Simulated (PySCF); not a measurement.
B3LYP has the VWN-RPA correlation part, as in Gaussian. 

Z-matrix (Å, degrees):
```
S
H 1 1.3662
```
Charge 0, spin multiplicity 2.

### Question
Estimate the highest occupied spin orbital, dipole moment and total energy that B3LYP-D3(BJ)/def2-TZVP // PBE-D3(BJ)/def2-SVP (PySCF 2.14.0) returns for this input.

### Answer

```yaml
highest_occupied_spin_orbital: -7.17 eV
dipole_moment: 0.86 D
total_energy: -398.7747 Ha
```
